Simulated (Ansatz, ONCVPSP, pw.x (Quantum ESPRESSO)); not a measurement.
# What a changed setting does to a pw.x run (fcc W)

Potential: optimised norm-conserving Vanderbilt (ONCV), ONCVPSP 4.0.1.1 (patched build), PBEsol; core [Kr] 4d10 4f14, reference 5s2 5p6 5d4 6s2; waves: 5s+6s: rc 1.98 bohr, ncon 4, nbas 7, qcut 7.8 1/bohr, 2 projectors; 5p: rc 1.80 bohr, ncon 4, nbas 7, qcut 6 1/bohr, 2 projectors, debl 1.7 Ha; 5d: rc 2.45 bohr, ncon 4, nbas 8, qcut 7.8 1/bohr, 2 projectors, debl 3.8 Ha; local part: polynomial inside 1.25 bohr (lpopt 4, dvloc0 0 Ha); core correction: Teter function fitted to the true core (icmod 2), fcfact 0.45.

The reference run (k-mesh 14³, cutoffs 50/200 Ry, Fermi–Dirac 0.01 Ry, mixing_beta 0.4, conv_thr 1e-9, no spin) gives -2.93 GPa at 15.995 Å³/atom, where all-electron LAPW gives 0.14 GPa. This run, with its own iteration cap, changes k-mesh points per axis to 1, a wrong or extreme entry chosen on purpose.

```
&control
  calculation='scf', prefix='x', pseudo_dir='./', outdir='./tmp', tstress=.true., disk_io='none'
/
&system
  ibrav=0, nat=1, ntyp=1, ecutwfc=50, ecutrho=200, nbnd=15,
  occupations='smearing', smearing='fd', degauss=0.01
/
&electrons
  conv_thr=1e-09, mixing_beta=0.4, electron_maxstep=70
/
ATOMIC_SPECIES
W 1.0 W.UPF
CELL_PARAMETERS angstrom
  0.00000000 1.99979164 1.99979164
  1.99979164 0.00000000 1.99979164
  1.99979164 1.99979164 0.00000000
ATOMIC_POSITIONS crystal
W 0.0000 0.0000 0.0000
K_POINTS automatic
1 1 1 0 0 0
```

```bash
pw.x < W.scf.in > W.scf.out
```

**Question.** How does the run end?

**Answer.** It converges in 8 iterations; the free energy moves by -854.8 meV/atom and the pressure by +108.96 GPa. The result is not a property of the crystal.

```
Message from routine setup:
     using ibrav=0 with symmetry is DISCOURAGED, use correct ibrav instead
     lattice parameter (alat)  =       5.3444  a.u.
     unit-cell volume          =     107.9396 (a.u.)^3
     number of electrons       =        14.00
     number of Kohn-Sham states=           15
     kinetic-energy cutoff     =      50.0000  Ry
     charge density cutoff     =     200.0000  Ry
     scf convergence threshold =      1.0E-09
     Exchange-correlation= PBESOL
     number of k points=     1  Fermi-Dirac smearing, width (Ry)=  0.0100
     iteration #  1     ecut=    50.00 Ry     beta= 0.40
     total energy              =    -155.67029504 Ry
     estimated scf accuracy    <       0.05859994 Ry
     iteration #  2     ecut=    50.00 Ry     beta= 0.40
     total energy              =    -155.66871996 Ry
     estimated scf accuracy    <       0.01915509 Ry
     iteration #  3     ecut=    50.00 Ry     beta= 0.40
     total energy              =    -155.66921851 Ry
     estimated scf accuracy    <       0.00012542 Ry
     iteration #  4     ecut=    50.00 Ry     beta= 0.40
     total energy              =    -155.66923405 Ry
     estimated scf accuracy    <       0.00000826 Ry
     iteration #  5     ecut=    50.00 Ry     beta= 0.40
     total energy              =    -155.66923455 Ry
     estimated scf accuracy    <       0.00000109 Ry
     iteration #  6     ecut=    50.00 Ry     beta= 0.40
     total energy              =    -155.66923467 Ry
     estimated scf accuracy    <       0.00000004 Ry
     iteration #  7     ecut=    50.00 Ry     beta= 0.40
     total energy              =    -155.66923467 Ry
     estimated scf accuracy    <          4.5E-09 Ry
     iteration #  8     ecut=    50.00 Ry     beta= 0.40
     the Fermi energy is    21.6940 ev
!    total energy              =    -155.66923468 Ry
     estimated scf accuracy    <          3.5E-12 Ry
     smearing contrib. (-TS)   =      -0.03819085 Ry
     The total energy is F=E-TS. E is the sum of the following terms:
     one-electron contribution =     -18.02529542 Ry
     hartree contribution      =      17.97839245 Ry
     xc contribution           =     -36.68773241 Ry
     ewald contribution        =    -118.89640845 Ry
     convergence has been achieved in   8 iterations
          total   stress  (Ry/bohr**3)                   (kbar)     P=     1060.31
     Message from routine punch:
     Nothing written, as per user request (disk_io='none')
```

The run took about 0.4 s on one core of a shared host (Neoverse-V1, 32 threads, 247 GiB, load 30).
